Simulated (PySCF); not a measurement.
Mapped SMILES: `[BH3-:1][NH3+:2]` (H(Xn): hydrogen on atom n).

Geometry: PBE0-D3(BJ)/def2-TZVP; GIAO shifts from PySCF, gas phase, non-relativistic, averaged over equivalent atoms.

At PBE0/pcSseg-2 (156 basis functions, 6.2 s wall time on 1 thread of an Arm Neoverse V1, shared host):
```tsv
atoms	δ (ppm)
B1	-25.5
N2	34.5
H(N2)	2.70
H(B1)	2.15
```

Shifts are taken against calculated references (same method and geometry level): ¹¹B (σref 98.70) vs BF3·OEt2; NH3 for ¹⁵N (σref 263.78); ¹H (σref 31.52) against TMS.

Q: Estimate the result of repeating the calculation with KT3/pcSseg-2.

A: 
```tsv
atoms	δ at KT3/pcSseg-2	change
B1	-22.8	+2.7
N2	39.9	+5.4
H(N2)	2.84	+0.14
H(B1)	2.21	+0.06
```

Scale: ¹¹B (σref 98.26) vs BF3·OEt2; ¹⁵N (σref 261.05) against NH3; ¹H (σref 31.63) vs TMS (reference shieldings calculated alike).

The largest change is at N2 (donor nitrogen of a Lewis adduct). Cost: 156 basis functions, 7.8 s wall time on 1 thread of an Arm Neoverse V1, shared host.

Experimental scales use liquid or dissolved standards, which lie at an offset from isolated NH3 (liquid NH3: subtract about 20 ppm).
